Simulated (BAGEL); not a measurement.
# C3H4FN (SMILES N=C/C=C/F): HF/3-21G (density fitting with qzvpp-jkfit)

What is the vertical singlet–triplet gap of C3H4FN at HF/3-21G (density fitting with qzvpp-jkfit)? 

The calculation is run with BAGEL 1.2.2.

### 1 The system as given

The species is C3H4FN (9 atoms), meant as a singlet with charge 0. SMILES: `N=C/C=C/F`. Geometry: relaxed at GFN2-xTB. This is one conformer, not always the lowest.

Bond lengths: N1–C2 1.258 Å, C2–C3 1.463 Å, C3–C4 1.328 Å, C4–F5 1.335 Å, N1–H6 1.018 Å, C2–H7 1.087 Å, C3–H8 1.080 Å, C4–H9 1.082 Å. Angles: N1–C2–C3 129.5°, C2–C3–C4 123.8°, C3–C4–F5 121.9°, N1–C2–H7 115.6°, C3–C2–H7 114.8°, C2–N1–H6 115.7°, C2–C3–H8 117.1°, C4–C3–H8 119.1°, C3–C4–H9 126.6°, F5–C4–H9 111.5°.

### 2 The energy at HF/3-21G (density fitting with qzvpp-jkfit)

File calc.json:

```json
{ "bagel": [

{
  "title": "molecule",
  "basis": "3-21g",
  "df_basis": "qzvpp-jkfit",
  "angstrom": true,
  "geometry": [
    { "atom": "N", "xyz": [    0.832070,    1.271940,   -1.110820 ] },
    { "atom": "C", "xyz": [    0.999220,    0.119140,   -0.634830 ] },
    { "atom": "C", "xyz": [    0.135650,   -0.654420,    0.257200 ] },
    { "atom": "C", "xyz": [   -1.039780,   -0.226390,    0.701810 ] },
    { "atom": "F", "xyz": [   -1.797530,   -0.965290,    1.515470 ] },
    { "atom": "H", "xyz": [   -0.029000,    1.742420,   -0.838500 ] },
    { "atom": "H", "xyz": [    1.919450,   -0.380220,   -0.925430 ] },
    { "atom": "H", "xyz": [    0.489050,   -1.628780,    0.561490 ] },
    { "atom": "H", "xyz": [   -1.509120,    0.721600,    0.473610 ] }
  ]
},
{
  "title": "hf"
},
{
  "title": "print",
  "file": "orbitals.molden",
  "orbitals": true
}

]}
```

Launch:

```sh
$ BAGEL_NUM_THREADS=1 BAGEL calc.json > calc.out
```

Standard output:

```text
* using 1 threads per process

  ===============================================================
  ===============================================================

  *** Geometry ***

  { "atom" : "N", "xyz" : [      1.572384,      2.403618,     -2.099146 ] },
  { "atom" : "C", "xyz" : [      1.888252,      0.225142,     -1.199655 ] },
  { "atom" : "C", "xyz" : [      0.256341,     -1.236675,      0.486038 ] },
  { "atom" : "C", "xyz" : [     -1.964899,     -0.427815,      1.326229 ] },
  { "atom" : "F", "xyz" : [     -3.396839,     -1.824134,      2.863823 ] },
  { "atom" : "H", "xyz" : [     -0.054802,      3.292697,     -1.584535 ] },
  { "atom" : "H", "xyz" : [      3.627235,     -0.718512,     -1.748809 ] },
  { "atom" : "H", "xyz" : [      0.924171,     -3.077948,      1.061062 ] },
  { "atom" : "H", "xyz" : [     -2.851823,      1.363626,      0.894993 ] },

  Number of auxiliary basis functions:      451

  Since a DF basis is specified, we compute 2- and 3-index integrals:
    o Being stored without compression. Storage requirement is 0.010 GB

  Number of basis functions:       53
  Number of electrons      :       38

    * METHOD: MOLECULE                             0.66

  *** RHF ***

  === Nuclear Repulsion ===
   154.5846273322

      * DIIS with orbital gradients will be used.

  === RHF iteration (3-21g) ===
      0       -268.10051652          0.02599027           0.21
      1       -268.21549327          0.01628310           0.15
      2       -268.26580782          0.00231094           0.13
      3       -268.26815332          0.00102769           0.21
      4       -268.26852672          0.00035902           0.23
      5       -268.26863479          0.00013108           0.21
      6       -268.26864764          0.00004366           0.08
      7       -268.26864883          0.00001281           0.13
      8       -268.26864892          0.00000472           0.16
      9       -268.26864893          0.00000189           0.17
     10       -268.26864893          0.00000070           0.20
     11       -268.26864893          0.00000023           0.20
     12       -268.26864893          0.00000005           0.14
     13       -268.26864893          0.00000002           0.15
     14       -268.26864893          0.00000001           0.13
    * SCF iteration converged.

    * Permanent dipole moment:
           (    0.284400,     0.154360,    -0.239384) a.u.

    * METHOD: HF                                   3.19

    * METHOD: PRINT                                0.02

  ===============================================================
```

Run time: 5.1 s. Hardware: 1 thread of Intel Xeon at 2.50GHz (Skylake/Cascade Lake), shared host.

### 3 The triplet, same level

File input.json:

```json
{ "bagel": [

{
  "title": "molecule",
  "basis": "3-21g",
  "df_basis": "qzvpp-jkfit",
  "angstrom": true,
  "geometry": [
    { "atom": "N", "xyz": [       0.832070,       1.271940,      -1.110820 ] },
    { "atom": "C", "xyz": [       0.999220,       0.119140,      -0.634830 ] },
    { "atom": "C", "xyz": [       0.135650,      -0.654420,       0.257200 ] },
    { "atom": "C", "xyz": [      -1.039780,      -0.226390,       0.701810 ] },
    { "atom": "F", "xyz": [      -1.797530,      -0.965290,       1.515470 ] },
    { "atom": "H", "xyz": [      -0.029000,       1.742420,      -0.838500 ] },
    { "atom": "H", "xyz": [       1.919450,      -0.380220,      -0.925430 ] },
    { "atom": "H", "xyz": [       0.489050,      -1.628780,       0.561490 ] },
    { "atom": "H", "xyz": [      -1.509120,       0.721600,       0.473610 ] }
  ]
},

{ "title": "uhf", "nopen": 2 },

{ "title": "print", "file": "orbitals.molden", "orbitals": true }

]}
```

Launch:

```sh
$ BAGEL_NUM_THREADS=1 BAGEL input.json > input.out
```

Standard output:

```text
* using 1 threads per process

  ===============================================================
  ===============================================================

  *** Geometry ***

  { "atom" : "N", "xyz" : [      1.572384,      2.403618,     -2.099146 ] },
  { "atom" : "C", "xyz" : [      1.888252,      0.225142,     -1.199655 ] },
  { "atom" : "C", "xyz" : [      0.256341,     -1.236675,      0.486038 ] },
  { "atom" : "C", "xyz" : [     -1.964899,     -0.427815,      1.326229 ] },
  { "atom" : "F", "xyz" : [     -3.396839,     -1.824134,      2.863823 ] },
  { "atom" : "H", "xyz" : [     -0.054802,      3.292697,     -1.584535 ] },
  { "atom" : "H", "xyz" : [      3.627235,     -0.718512,     -1.748809 ] },
  { "atom" : "H", "xyz" : [      0.924171,     -3.077948,      1.061062 ] },
  { "atom" : "H", "xyz" : [     -2.851823,      1.363626,      0.894993 ] },

  Number of auxiliary basis functions:      451

  Since a DF basis is specified, we compute 2- and 3-index integrals:
    o Being stored without compression. Storage requirement is 0.010 GB

  Number of basis functions:       53
  Number of electrons      :       38

    * METHOD: MOLECULE                             1.10

  *** Open-shell HF ***

  === Nuclear Repulsion ===
   154.5846273322

      * DIIS with orbital gradients will be used.

  === UHF iteration (3-21g) ===
      0       -267.95573994          0.05024013           0.37
      1       -268.06620342          0.03612501           0.47
      2       -268.11042994          0.02553192           0.41
      3       -268.15288200          0.00282507           0.32
      4       -268.15877553          0.00162601           0.67
      5       -268.16225750          0.00106265           0.51
      6       -268.16445065          0.00062443           0.40
      7       -268.16526051          0.00050024           0.25
      8       -268.16588342          0.00022218           0.43
      9       -268.16596126          0.00006434           0.58
     10       -268.16596500          0.00002924           0.51
     11       -268.16596835          0.00001874           0.49
     12       -268.16596892          0.00000608           0.28
     13       -268.16596909          0.00000323           0.27
     14       -268.16596914          0.00000176           0.52
     15       -268.16596915          0.00000099           0.43
     16       -268.16596915          0.00000070           0.41
     17       -268.16596915          0.00000052           0.67
     18       -268.16596915          0.00000037           0.62
     19       -268.16596915          0.00000015           0.72
     20       -268.16596915          0.00000008           0.40
     21       -268.16596915          0.00000005           0.39
     22       -268.16596915          0.00000003           0.25
     23       -268.16596915          0.00000002           0.29
     24       -268.16596915          0.00000002           0.37
     25       -268.16596915          0.00000001           0.42
     26       -268.16596915          0.00000001           0.28
    * SCF iteration converged.

    * S^2 (UHF) is 2.1634

    * Permanent dipole moment:
           (    0.172050,     0.166268,    -0.183498) a.u.

    * METHOD: UHF                                 12.97

    * METHOD: PRINT                                0.01

  ===============================================================
```

Run time: 16 s. Hardware: 1 thread of Intel Xeon at 2.50GHz (Skylake/Cascade Lake), shared host.

### 4 What came out

Level: HF/3-21G (density fitting with qzvpp-jkfit).

| quantity | value |
| --- | --- |
| singlet: total energy | -268.26865 Eh |
| singlet: dipole moment | 1.02 D |
| singlet: HOMO energy | -10.11 eV |
| singlet: LUMO energy | 2.75 eV |
| singlet: HOMO–LUMO gap | 12.86 eV |
| triplet: total energy | -268.16597 Eh |
| triplet: dipole moment | 0.77 D |
| triplet: ⟨S²⟩ | 2.163 |
| vertical energy of the triplet above the singlet | 2.794 eV |

At this shape the triplet lies 2.79 eV (64 kcal/mol) above the singlet. ⟨S²⟩ (triplet) is 2.16 where a pure triplet has 2.00: the reference is spin-contaminated.
